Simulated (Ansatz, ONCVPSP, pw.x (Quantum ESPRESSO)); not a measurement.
# pw.x on bcc La: one setting changed

Potential: optimised norm-conserving Vanderbilt (ONCV), ONCVPSP 4.0.1.1 (patched build), LDA (Perdew-Wang 92); core [Kr] 4d10, reference 5s2 5p6 5d1 6s2; waves: 5s+6s: rc 2.55 bohr, ncon 4, nbas 7, qcut 5.1 1/bohr, 3 projectors, debl 2.4 Ha; 5p: rc 1.80 bohr, ncon 4, nbas 9, qcut 5.1 1/bohr, 2 projectors, debl 2.3 Ha; 5d: rc 2.95 bohr, ncon 3, nbas 7, qcut 3.1 1/bohr, 2 projectors, debl 0.9 Ha; f scattering state at 0.09 Ha: rc 2.80 bohr, ncon 4, nbas 7, qcut 4.3 1/bohr, 2 projectors, debl 2.5 Ha; local part: polynomial inside 1.40 bohr (lpopt 4, dvloc0 3 Ha); core correction: none. In the f channel the program set the typed energies aside and used -0.169, 2.331 Ha.

The reference run (k-mesh 11³, cutoffs 120/480 Ry, Fermi–Dirac 0.01 Ry, mixing_beta 0.4, conv_thr 1e-9, no spin) gives -0.30 GPa at 33.353 Å³/atom, where all-electron LAPW gives -0.04 GPa. This run, with its own iteration cap, changes smearing to gauss.

```
&control
  calculation='scf', prefix='x', pseudo_dir='./', outdir='./tmp', tstress=.true., disk_io='none'
/
&system
  ibrav=0, nat=1, ntyp=1, ecutwfc=120, ecutrho=480, nbnd=13,
  occupations='smearing', smearing='gauss', degauss=0.01
/
&electrons
  conv_thr=1e-09, mixing_beta=0.4, electron_maxstep=70
/
ATOMIC_SPECIES
La 1.0 La.UPF
CELL_PARAMETERS angstrom
  -2.02779931 2.02779931 2.02779931
  2.02779931 -2.02779931 2.02779931
  2.02779931 2.02779931 -2.02779931
ATOMIC_POSITIONS crystal
La 0.0000 0.0000 0.0000
K_POINTS automatic
11 11 11 0 0 0
```

```bash
pw.x < La.scf.in > La.scf.out
```

Problem. How does the run end?

Solution. It converges in 7 iterations; the free energy moves by +68.8 meV/atom and the pressure by -0.22 GPa. Gaussian smearing of the same width is narrower in effect than Fermi–Dirac, so its quadratic term in F is smaller.

```
Message from routine setup:
     using ibrav=0 with symmetry is DISCOURAGED, use correct ibrav instead
     lattice parameter (alat)  =       6.6372  a.u.
     unit-cell volume          =     225.0772 (a.u.)^3
     number of electrons       =        11.00
     number of Kohn-Sham states=           13
     kinetic-energy cutoff     =     120.0000  Ry
     charge density cutoff     =     480.0000  Ry
     scf convergence threshold =      1.0E-09
     Exchange-correlation= SLA  PW   NOGX NOGC
     number of k points=    56  Gaussian smearing, width (Ry)=  0.0100
     iteration #  1     ecut=   120.00 Ry     beta= 0.40
     c_bands:  1 eigenvalues not converged
     c_bands:  1 eigenvalues not converged
     c_bands:  2 eigenvalues not converged
     c_bands:  2 eigenvalues not converged
     c_bands:  2 eigenvalues not converged
     c_bands:  2 eigenvalues not converged
     total energy              =     -63.66565074 Ry
     estimated scf accuracy    <       0.00336820 Ry
     iteration #  2     ecut=   120.00 Ry     beta= 0.40
     total energy              =     -63.66560253 Ry
     estimated scf accuracy    <       0.00061001 Ry
     iteration #  3     ecut=   120.00 Ry     beta= 0.40
     [... 6 repeated lines left out ...]
     total energy              =     -63.66569621 Ry
     estimated scf accuracy    <       0.00004433 Ry
     iteration #  4     ecut=   120.00 Ry     beta= 0.40
     [... 5 repeated lines left out ...]
     total energy              =     -63.66570426 Ry
     estimated scf accuracy    <       0.00000122 Ry
     iteration #  5     ecut=   120.00 Ry     beta= 0.40
     total energy              =     -63.66570471 Ry
     estimated scf accuracy    <       0.00000009 Ry
     iteration #  6     ecut=   120.00 Ry     beta= 0.40
     total energy              =     -63.66570472 Ry
     estimated scf accuracy    <          4.8E-09 Ry
     iteration #  7     ecut=   120.00 Ry     beta= 0.40
     the Fermi energy is    12.2911 ev
!    total energy              =     -63.66570472 Ry
     estimated scf accuracy    <          6.9E-10 Ry
     smearing contrib. (-TS)   =      -0.00244277 Ry
     The total energy is F=E-TS. E is the sum of the following terms:
     one-electron contribution =      -4.22072656 Ry
     hartree contribution      =       6.64610652 Ry
     xc contribution           =      -8.63183959 Ry
     ewald contribution        =     -57.45680232 Ry
     convergence has been achieved in   7 iterations
          total   stress  (Ry/bohr**3)                   (kbar)     P=       -5.18
     Message from routine punch:
     Nothing written, as per user request (disk_io='none')
```

The run took about 51 s on one core of a shared host (Neoverse-V2, 96 threads, 371 GiB, load 46).
